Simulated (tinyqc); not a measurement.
Stretching all distances: RHF, UHF, MP2, CISD and CCSD against full CI in the sto-3g basis, for CH2, spin multiplicity 1. Computed by the program tinyqc with PySCF. All coordinates are multiplied by the scale. c0^2 is the weight of the RHF determinant in the lowest singlet FCI state (UHF is spin-contaminated and may lie near states of higher spin) and n(LUMO) the first natural occupation beyond the occupied space.

Geometry (angstrom):

| atom | x | y | z |
|---|---|---|---|
| C | 0.0000 | 0.0000 | 0.0000 |
| H | 0.0000 | 0.8520 | 0.5500 |
| H | 0.0000 | -0.8520 | 0.5500 |

Full CI energy (hartree) and errors against it (kcal/mol):

| scale | distance 1-2 (angstrom) | E(FCI) | RHF | UHF | MP2 | CISD | CCSD | <S^2> UHF | c0^2 | n(LUMO) |
|---|---|---|---|---|---|---|---|---|---|---|
| 0.880 | 0.892 | -38.30543 | 29.339 | 0.692 | 13.212 | 1.476 | 0.366 | 0.883 | 0.905 | 0.171 |
| 1.110 | 1.126 | -38.42643 | 38.363 | 16.930 | 16.000 | 1.937 | 0.364 | 0.812 | 0.919 | 0.115 |
| 1.340 | 1.359 | -38.39025 | 54.753 | 39.165 | 22.604 | 3.349 | 0.451 | 0.736 | 0.902 | 0.083 |
| 1.570 | 1.592 | -38.31769 | 80.402 | 65.264 | 33.837 | 6.951 | 0.555 | 1.025 | 0.844 | 0.141 |
| 1.800 | 1.825 | -38.25110 | 115.420 | 56.726 | 49.045 | 14.382 | 0.391 | 1.477 | 0.740 | 0.273 |
| 2.030 | 2.059 | -38.20363 | 157.491 | 37.121 | 65.566 | 26.187 | -1.431 | 1.725 | 0.604 | 0.447 |
| 2.260 | 2.292 | -38.17600 | 202.344 | 24.053 | 79.986 | 40.332 | -6.964 | 1.875 | 0.460 | 0.626 |

What does the comparison show, and why?

UHF lies below RHF over the whole range. The weight c0^2 goes from 0.90 to 0.46 and n(LUMO) from 0.17 to 0.63: static correlation grows as the bonds break into open-shell fragments. The spread of the error along the curve, which distorts its shape, is CCSD 7.5, CISD 38.9, UHF 64.6, MP2 66.8, RHF 173.0 kcal/mol. Below FCI somewhere: CCSD, as non-variational methods may be. The table stops here: at scale 2.49 and beyond, the reference weight falls under 0.45 or RHF, UHF or CCSD hop between solutions, so those rows were left out and the spreads given cover only the rows shown. As computed, partly on other solutions, the errors there reach in size RHF 270, UHF 40, MP2 109, CISD 61, CCSD 41 kcal/mol.
